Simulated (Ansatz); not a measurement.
System: cuprite Ag₂O. Method: HSE06 (plane waves, PAW; Ansatz, a quantum-chemistry and plane-wave program).

Numerical settings: plane-wave cutoff 460 eV, 6×6×6 k mesh, Fermi–Dirac smearing 0.01 eV, no spin polarisation, scalar-relativistic PAW data made under PBE.

The direct gap at Γ against volume; x = 100 ln(V/18.201 Å³). One gap is withheld.

| V (Å³/atom) | x | gap (eV) |
|---|---|---|
| 17.409 | -4.45 | 1.192 |
| 17.867 | -1.85 | 1.147 |
| 18.201 | 0.00 | 1.118 |
| 18.783 | 3.15 | 1.072 |
| 19.241 | 5.56 | ? |

Question: Fit a straight line to the rows shown, give the volume deformation potential and predict the withheld gap.

Answer: Means of the 4 rows: x̄ = -0.788, ȳ = 1.1322 eV. Σ(x − x̄)(y − ȳ) = -0.4830 and Σ(x − x̄)² = 30.667, so the slope is -0.0157 eV per unit of x, and dE_g/d ln V = -1.6 eV. At x = 5.56: 1.1322 + (-0.0157) × (5.56 − (-0.788)) = 1.033 eV. The run gives 1.041 eV, 0.008 eV above the line, as the curve bends the same way over all rows.

Measured, for comparison: band gap 1.2 eV (temperature not stated, no zero-point or thermal correction, photoconductivity; as tabulated in He and Franchini (2017), arXiv:1706.08159).

Spin–orbit coupling is not included.
